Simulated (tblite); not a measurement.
Compound: C5H10N (doublet state).
Numbering: `[CH3:1][N:2]1[CH2:3][CH:4][CH2:5][CH2:6]1` (hydrogens: H7, H8, H9 on C1; H10, H11 on C3; H12 on C4; H13, H14 on C5; H15, H16 on C6)

Cartesian coordinates in Å at the GFN2-xTB level; atoms count from 1:
```
atom  x, y, z in Å
C1     1.893    0.552   -0.273
N2     0.504    0.240   -0.485
C3    -0.426    1.140    0.181
C4    -1.661    0.346    0.329
C5    -1.402   -1.065   -0.036
C6     0.127   -1.108   -0.090
H7     2.191    0.490    0.788
H8     2.090    1.562   -0.631
H9     2.505   -0.145   -0.845
H10   -0.040    1.470    1.171
H11   -0.563    2.049   -0.420
H12   -2.623    0.759    0.552
H13   -1.819   -1.781    0.678
H14   -1.829   -1.307   -1.020
H15    0.513   -1.826   -0.816
H16    0.531   -1.366    0.906
```

Computed with GFN2-xTB (tblite): harmonic, unscaled wavenumbers at the GFN2-xTB geometry, gas phase. The method is semi-empirical: single wavenumbers can be off by several per cent or more. One conformer, not necessarily the lowest. Open shells enter through the occupations alone, without spin polarisation, and single modes of such species can be off by tens of per cent.

Harmonic wavenumbers (cm⁻¹): 141.6, 177.2, 226.6, 259.0, 339.4, 352.4, 569.5, 665.9, 833.1, 889.8, 928.2, 985.6, 996.6, 1025.3, 1065.0, 1076.2, 1091.0, 1114.6, 1157.2, 1179.5, 1213.7, 1239.1, 1267.9, 1286.6, 1313.0, 1333.7, 1416.1, 1454.1, 1457.1, 1488.1, 1491.0, 1495.7, 2669.3, 2795.7, 2817.6, 2847.1, 2872.3, 2934.7, 2971.7, 3009.6, 3012.3, 3163.7.

A = 6975, B = 3313, C = 2429 MHz; mass 84.081 u (most abundant isotopes); point group C1, symmetry number 1; spin multiplicity 2.

**Question.** What is the zero-point energy?

**Answer.** ½Σν̃ = 30312 cm⁻¹ = 362.61 kJ/mol.

**Question.** Entropy at 298.15 K, 1 bar (ideal gas, RRHO, classical rotation)?

**Answer.** Translation 164.13, rotation 109.42, vibration 55.62, spin (R ln 2) 5.76: S = 334.9 J/(mol K).

**Question.** And Cp and H(298.15 K) − H(0)?

**Answer.** Cp = 109.79 J/(mol K), of which vibrations give 76.53 (their classical limit is 42 R = 349.2); H(298.15 K) − H(0) = 19.95 kJ/mol without the zero-point energy, 10.04 from vibrations.

**Question.** Which modes carry the vibrational entropy at 298.15 K?

**Answer.** 141.6 cm⁻¹: 11.64; 177.2 cm⁻¹: 9.86; 226.6 cm⁻¹: 7.97; 259.0 cm⁻¹: 6.98; 339.4 cm⁻¹: 5.08; 352.4 cm⁻¹: 4.83 J/(mol K); the other 36 give 9.24 together.

**Question.** What must be added to the electronic energy to get the Gibbs energy at 298.15 K and 1 bar?

**Answer.** ZPE + [H(298.15 K) − H(0)] − T·S = 362.61 + 19.95 − 99.86 = 282.70 kJ/mol.

**Question.** Blend soft modes into free rotors: weight 1/[1 + (100 cm⁻¹/ν̃)⁴] for the oscillator and the rest for a rotor with moment μB/(μ + B), μ = h/(8π²ν), B = 10⁻⁴⁴ kg m². What vibrational entropy results?

**Answer.** 55.44 J/(mol K) in place of 55.62, which changes −T·S at 298.15 K by +0.05 kJ/mol.

Hindered rotation and anharmonicity are outside this model. Other conformers, if any are populated, would add a mixing term that is left out. The structure is chiral; the term R ln 2 for an equal mix with its mirror image is left out.
